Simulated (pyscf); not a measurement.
# Substitution at S: HS–GaH₂ + H atom (H•) → HS–GaH₂ + H atom (H•)

Gas phase, doublet surface, charge 0. Bonds broken: S1–H3. Bonds formed: S1–H6. PySCF, gas phase, ωB97X-D3(BJ)/def2-SVP geometries. MP2 and CC: frozen core, UHF for open shells. ΔMP2 is the change of the MP2 total energy from the triple- to the quadruple-zeta basis.

Transition state (Å):

```xyz
6

S      0.1513    -0.0094     1.3372
Ga     1.1980    -0.3753    -0.5626
H     -1.2335    -0.1304     0.7291
H      0.2914    -0.6127    -1.8054
H      2.7531    -0.3647    -0.4972
H      1.4278     0.1380     2.1441
```

One imaginary mode, 697i cm⁻¹; descent along it reached the two sides named.

```tsv
bond	change	reactant side (Å)	saddle	product side
S1–H3	breaks	1.347	1.517	3.5
S1–H6	forms	3.5	1.517	1.347
```

Electronic energies relative to the separated reactants (kJ/mol):

```json
[
 {"level": "ωB97X-D3(BJ)/def2-TZVP", "barrier": "35.4", "reaction energy": "0.0", "reverse barrier": "35.4"},
 {"level": "PBE/def2-TZVP", "barrier": "8.8", "reaction energy": "0.0", "reverse barrier": "8.8"},
 {"level": "r²SCAN/def2-TZVP", "barrier": "5.6", "reaction energy": "0.0", "reverse barrier": "5.6"},
 {"level": "B3LYP-D3(BJ)/def2-TZVP", "barrier": "14.4", "reaction energy": "0.0", "reverse barrier": "14.4"},
 {"level": "PBE0-D3(BJ)/def2-TZVP", "barrier": "17.9", "reaction energy": "0.0", "reverse barrier": "17.9"},
 {"level": "M06-2X/def2-TZVP", "barrier": "36.5", "reaction energy": "0.0", "reverse barrier": "36.5"},
 {"level": "ωB97M-D3(BJ)/def2-TZVP", "barrier": "35.7", "reaction energy": "0.0", "reverse barrier": "35.7"},
 {"level": "HF/def2-TZVP", "barrier": "89.7", "reaction energy": "0.0", "reverse barrier": "89.7"},
 {"level": "MP2/def2-QZVPP", "barrier": "48.8", "reaction energy": "0.0", "reverse barrier": "48.8"},
 {"level": "CCSD/def2-TZVPP", "barrier": "39.5", "reaction energy": "0.0", "reverse barrier": "39.5"},
 {"level": "CCSD(T)/def2-TZVPP", "barrier": "35.6", "reaction energy": "0.0", "reverse barrier": "35.6"},
 {"level": "CCSD(T)/def2-TZVPP + ΔMP2(QZVPP)", "barrier": "32.0", "reaction energy": "0.0", "reverse barrier": "32.0"}
]
```

With CCSD(T)/def2-TZVPP + ΔMP2(QZVPP) energies and thermal terms (ideal gas, 1 atm, RRHO with modes under 100 cm⁻¹ raised to 100, one conformer, R ln 2 for rigid chiral ones), in kJ/mol:

```json
[
 {"T (K)": "298", "ΔH‡": "26.7", "ΔG‡": "55.4", "ΔH": "0.0", "ΔG": "0.0"},
 {"T (K)": "600", "ΔH‡": "25.1", "ΔG‡": "85.2", "ΔH": "0.0", "ΔG": "0.0"},
 {"T (K)": "900", "ΔH‡": "24.2", "ΔG‡": "115.5", "ΔH": "0.0", "ΔG": "0.0"},
 {"T (K)": "1200", "ΔH‡": "23.5", "ΔG‡": "146.1", "ΔH": "0.0", "ΔG": "0.0"}
]
```

One saddle was located; it need not be the lowest between these sides. The angle at the attacked S is 171°. The CCSD(T) − MP2 part came from Ansatz, without density fitting, on the same reference. The frozen core leaves the outer d or s,p core shells of the metals and heavy elements correlated in the MP2 and CC values, and def2-TZVPP describes them poorly, which can shift differences by a few kcal/mol. Elements up to Kr have no core potential and no relativistic terms here.
